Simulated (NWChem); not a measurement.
**C2H3N (SMILES [C-]#[N+]C) at 3 levels**

Wanted: a comparison of 3 runs (HF/STO-3G, HF/def2-SVP, B3LYP/6-31G*) of C2H3N. 

The results are computed with NWChem 7.3.0.

## (1) The molecule

The species is C2H3N (6 atoms), meant as a singlet with charge 0. SMILES: `[C-]#[N+]C`. The coordinates come from a PBE0-D4/def2-TZVP relaxation.

Bond lengths: C1–N2 1.164 Å, N2–C3 1.409 Å, C3–H4 1.091 Å, C3–H5 1.091 Å, C3–H6 1.091 Å. Angles: C1–N2–C3 180.0°, N2–C3–H4 109.9°, N2–C3–H5 109.9°, N2–C3–H6 109.9°, H4–C3–H5 109.1°, H4–C3–H6 109.1°, H5–C3–H6 109.1°.

## (2) Energy and forces at HF/STO-3G (run 1)

mol.nw

```
start mol
memory stack 880 mb heap 220 mb global 1100 mb

geometry units atomic noautosym nocenter noautoz
   C   1.51072265 -3.25637606  1.67059348
   N   0.67124962 -1.44715227  0.74239781
   C  -0.34491281  0.74339936 -0.38138453
   H  -2.13686451  0.29526971 -1.29640881
   H   0.96536659  1.47993901 -1.79202728
   H  -0.66558044  2.18492024  1.05681044
end

basis spherical bse
   C library STO-3G
   N library STO-3G
   H library STO-3G
end

scf
   thresh 1e-08
   maxiter 80
end

task scf gradient
```

Run with:

```
$ nwchem mol.nw > mol.out
```

What it wrote:

```text
[...]
  functions       =    18
[...]
  wavefunction    = RHF
[...]
         Total SCF energy =   -130.231777367251
      One-electron energy =   -295.564038803228
      Two-electron energy =    104.980664467679
 Nuclear repulsion energy =     60.351596968299
        Time for solution =      0.2s
[...]
                         RHF ENERGY GRADIENTS
    atom               coordinates                        gradient
                 x          y          z           x          y          z
   1 C       1.510723  -3.256376   1.670593   -0.007826   0.016873  -0.008656
   2 N       0.671250  -1.447152   0.742398   -0.006248   0.013475  -0.006913
   3 C      -0.344913   0.743399  -0.381385    0.011675  -0.025200   0.012927
   4 H      -2.136865   0.295270  -1.296409    0.001605  -0.001173   0.001207
   5 H       0.965367   1.479939  -1.792027   -0.000033  -0.001802   0.001470
   6 H      -0.665580   2.184920   1.056810    0.000828  -0.002173  -0.000035
[...]
```

It took 0.77 s on 1 thread of Intel Xeon 6975P-C (Granite Rapids), shared host; peak memory 0.1 GiB.

## (3) Energy and gradient at HF/def2-SVP (run 2)

mymol.nw

```
START mymol
TITLE "isocyanomethane"
memory stack 880 mb heap 220 mb global 1100 mb

GEOMETRY units angstroms noautosym nocenter noautoz
  C        0.799440      -1.723200       0.884040
  N        0.355210      -0.765800       0.392860
  C       -0.182520       0.393390      -0.201820
  H       -1.130780       0.156250      -0.686030
  H        0.510850       0.783150      -0.948300
  H       -0.352210       1.156210       0.559240
END

BASIS spherical bse
  * library def2-SVP
END

SCF
  thresh 1e-08
  maxiter 80
  print low
END

TASK scf gradient
```

Run with:

```
$ nwchem mymol.nw > mymol.out
```

What it wrote:

```text
[...]
  functions       =    57
[...]
  wavefunction    = RHF
[...]
         Total SCF energy =   -131.795343217669
      One-electron energy =   -296.477359176878
      Two-electron energy =    104.330414672757
 Nuclear repulsion energy =     60.351601286452
        Time for solution =      1.4s
[...]
                         RHF ENERGY GRADIENTS
    atom               coordinates                        gradient
                 x          y          z           x          y          z
   1 C       1.510723  -3.256376   1.670593    0.013049  -0.028118   0.014426
   2 N       0.671250  -1.447152   0.742398   -0.015779   0.034011  -0.017449
   3 C      -0.344913   0.743399  -0.381384    0.003243  -0.007018   0.003600
   4 H      -2.136864   0.295270  -1.296409   -0.001616  -0.000594  -0.000780
   5 H       0.965367   1.479939  -1.792027    0.001324   0.000525  -0.001248
   6 H      -0.665580   2.184920   1.056810   -0.000221   0.001195   0.001452
 Task  times  cpu:        1.8s     wall:        1.8s
 Total times  cpu:        1.8s     wall:        1.8s
```

It took 2.3 s on 1 thread of Intel Xeon 6975P-C (Granite Rapids), shared host; peak memory 0.11 GiB.

## (4) Energy and forces at B3LYP/6-31G(d) (Cartesian functions) (run 3)

c2h3n.nw

```
start c2h3n
title "C2H3N B3LYP"
memory total 2200 mb

geometry units angstroms noautosym nocenter noautoz
 C     0.799440   -1.723200    0.884040
 N     0.355210   -0.765800    0.392860
 C    -0.182520    0.393390   -0.201820
 H    -1.130780    0.156250   -0.686030
 H     0.510850    0.783150   -0.948300
 H    -0.352210    1.156210    0.559240
end

basis cartesian
 C library 6-31G*
 N library 6-31G*
 H library 6-31G*
end

dft
 xc b3lyp
 mult 1
 grid xfine
 convergence energy 1e-08
 maxiter 100
 mulliken
end

task dft gradient
```

Run with:

```
$ nwchem c2h3n.nw > c2h3n.out
```

What it wrote:

```text
[...]
          Wavefunction type:  closed shell.
          No. of atoms     :     6
          No. of electrons :    22
[...]
          Charge           :     0
          Spin multiplicity:     1
[...]
          AO basis - number of functions:    51
[...]
              XC Information
              --------------
                         B3LYP Method XC Potential
                     Hartree-Fock (Exact) Exchange  0.200
                        Slater Exchange Functional  0.800 local
                    Becke 1988 Exchange Functional  0.720 non-local
              Lee-Yang-Parr Correlation Functional  0.810
                  VWN I RPA Correlation Functional  0.190 local
[...]
 d= 0,ls=0.0,diis     1   -132.6866253041 -1.93D+02  9.79D-03  3.29D-01     1.0
[...]
 d= 0,ls=0.0,diis     8   -132.7161033648  4.86D-09  4.54D-06  1.07D-07     6.6
         Total DFT energy =     -132.716103364819
      One electron energy =     -297.121812156526
           Coulomb energy =      122.858368634259
    Exchange-Corr. energy =      -18.804261129003
 Nuclear repulsion energy =       60.351601286452
[...]
      Total Density - Mulliken Population Analysis
     ---------------------------------------------
    Atom       Charge   Shell Charges
 -----------   ------   -------------------------------------------------------
    1 C    6     6.07   1.99  0.81  1.66  1.03  0.59 -0.01
    2 N    7     7.19   1.99  0.79  2.53  0.71  1.17 -0.01
    3 C    6     6.34   1.99  0.69  2.14  0.59  0.88  0.04
    4 H    1     0.80   0.53  0.28
    5 H    1     0.80   0.53  0.28
    6 H    1     0.80   0.53  0.28
[...]
  wavefunction    = closed shell
                         DFT ENERGY GRADIENTS
    atom               coordinates                        gradient
                 x          y          z           x          y          z
   1 C       1.510723  -3.256376   1.670593   -0.011169   0.024076  -0.012351
   2 N       0.671250  -1.447152   0.742398    0.008027  -0.017297   0.008874
   3 C      -0.344913   0.743399  -0.381384    0.001372  -0.002979   0.001528
   4 H      -2.136864   0.295270  -1.296409    0.002201  -0.000182   0.001303
   5 H       0.965367   1.479939  -1.792027   -0.001077  -0.001437   0.001828
   6 H      -0.665580   2.184920   1.056810    0.000646  -0.002181  -0.001182
[...]
```

It took 8.4 s on 1 thread of Intel Xeon 6975P-C (Granite Rapids), shared host; peak memory 0.14 GiB.

## (5) All runs side by side

```csv
run,level,Cartesian functions,iteration cap,energy (Eh),dipole moment (D),HOMO energy (eV),LUMO energy (eV),wall time
1,HF/STO-3G,no,80,-130.231777,2.87,-10.43,10.04,0.77 s
2,HF/def2-SVP,no,80,-131.795343,–,–,–,2.3 s
3,B3LYP/6-31G* (Cartesian functions),yes,100,-132.716103,3.64,-7.97,1.07,8.4 s
```

## (6) What came out

| quantity | value |
| --- | --- |
| run 3: total energy | -132.71610 Eh |
| run 3: dipole moment | 3.64 D |
| run 3: HOMO energy | -7.97 eV |
| run 3: LUMO energy | 1.07 eV |
| run 3: HOMO–LUMO gap | 9.04 eV |
| run 3: largest force on an atom | 1.505 eV/Å |

In words: In run 1 the basis is minimal, so the values are rough. All runs together took 11 s, the longest 8.4 s.
